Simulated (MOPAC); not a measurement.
Input file for MOPAC: PM7 on HF (SMILES F).

```
PM7 1SCF PRECISE CHARGE=0 THREADS=1
FH

H      0.00000000 1    -0.12040787 1    -0.49082840 1
F      0.00000000 1     0.00976945 1    -1.40424978 1
```

It printed:

```
*******************************************************************************
 **                                                                           **
 **                              MOPAC v23.2.5                                **
 **                                                                           **
 *******************************************************************************
 ** MOPAC's Digital Object Identifier: https://doi.org/10.5281/zenodo.6511958 **
 **                                                                           **
 ** Please cite the open-source release paper for use of this MOPAC version:  **
 ** J. E. Moussa and J. J. P. Stewart (2026)                                  **
 ** MOPAC: An open-source semiempirical molecular orbital program             **
 ** J. Open Source Softw., 11(119), 8025, https://doi.org/10.21105/joss.08025 **
 *******************************************************************************

                              PM7 CALCULATION RESULTS

 *******************************************************************************
 *  PM7        - The PM7 Hamiltonian to be used
 *
 *
 *
 *                 CHARGE ON SYSTEM = 0
 *
 *
 *
 *  PRECISE    - TIGHTER CRITERIA TO BE USED
 *  1SCF       - DO 1 SCF AND THEN STOP
 *  THREADS=1  - MULTI-THREADING NOT USED
 *  T=         - A TIME OF 172800.0 SECONDS REQUESTED
 *  DUMP=N     - RESTART FILE WRITTEN EVERY 7200.0 SECONDS REQUESTED
 *******************************************************************************
PM7 1SCF PRECISE CHARGE=0 THREADS=1
 FH

   ATOM   CHEMICAL          X               Y               Z
  NUMBER   SYMBOL      (ANGSTROMS)     (ANGSTROMS)     (ANGSTROMS)

     1       H          0.00000000  *  -0.12040787  *  -0.49082840  *
     2       F          0.00000000  *   0.00976945  *  -1.40424978  *



          CARTESIAN COORDINATES

    NO.       ATOM           X           Y           Z

     1         H          0.0000     -0.1204     -0.4908
     2         F          0.0000      0.0098     -1.4042

 General Reference for PM7:
 "Optimization of Parameters for Semiempirical Methods VI: More Modifications to the
 NDDO Approximations and Re-optimization of Parameters", J. J. P. Stewart, J. Mol. Mod., 1:32, 19 (2013)
 https://link.springer.com/article/10.1007/s00894-012-1667-x

           Empirical Formula: H F  =     2 atoms



      MOLECULAR POINT GROUP   :   C*v


      RHF CALCULATION, NO. OF DOUBLY OCCUPIED LEVELS = 4


 -------------------------------------------------------------------------------
 PM7 1SCF PRECISE CHARGE=0 THREADS=1
 FH



     1SCF WAS SPECIFIED, SO BFGS WAS NOT USED
     SCF FIELD WAS ACHIEVED


                              PM7 CALCULATION
                                                       MOPAC v23.2.5 Linux




          FINAL HEAT OF FORMATION =        -61.48885 KCAL/MOL =    -257.26934 KJ/MOL


          COSMO AREA              =         39.45 SQUARE ANGSTROMS
          COSMO VOLUME            =         23.10 CUBIC ANGSTROMS

          IONIZATION POTENTIAL    =         15.734429 EV
          HOMO LUMO ENERGIES (EV) =        -15.734  4.460
          NO. OF FILLED LEVELS    =          4
          MOLECULAR WEIGHT        =         20.0063         POINT GROUP:  C*v

          MOLECULAR DIMENSIONS (Angstroms)

            Atom       Atom       Distance
            F     2    H     1     0.92265
            F     2    H     1     0.00000
            H     1    F     2     0.00000


          SCF CALCULATIONS        =          1





   ATOM   CHEMICAL          X               Y               Z
  NUMBER   SYMBOL      (ANGSTROMS)     (ANGSTROMS)     (ANGSTROMS)

     1       H          0.00000000  *  -0.12040787  *  -0.49082840  *
     2       F          0.00000000  *   0.00976945  *  -1.40424978  *

                             CARTESIAN COORDINATES

   1    H        0.000000000    -0.120407870    -0.490828400
   2    F        0.000000000     0.009769450    -1.404249780


           Empirical Formula: H F  =     2 atoms



      MOLECULAR POINT GROUP   :   C*v


                  EIGENVALUES
 -40.37250 -17.35577 -15.73443 -15.73443   4.45972


              NET ATOMIC CHARGES AND DIPOLE CONTRIBUTIONS

  ATOM NO.   TYPE          CHARGE      No. of ELECS.   s-Pop       p-Pop
    1          H           0.293688        0.7063     0.70631
    2          F          -0.293688        7.2937     1.95886     5.33483
 DIPOLE           X         Y         Z       TOTAL
 POINT-CHG.     0.000    -0.184     1.289     1.302
 HYBRID        -0.000    -0.028     0.193     0.195
 SUM           -0.000    -0.211     1.482     1.497


          ATOMIC ORBITAL ELECTRON POPULATIONS

     Atom    s        px        py        pz
    1  H   0.70631
    2  F   1.95886   2.00000   1.98676   1.34807

 **********************
 *                    *
 * JOB ENDED NORMALLY *
 *                    *
 **********************




 == MOPAC DONE ==
```

The run finished.

Cost: about 0.03 core-seconds (a rough figure).
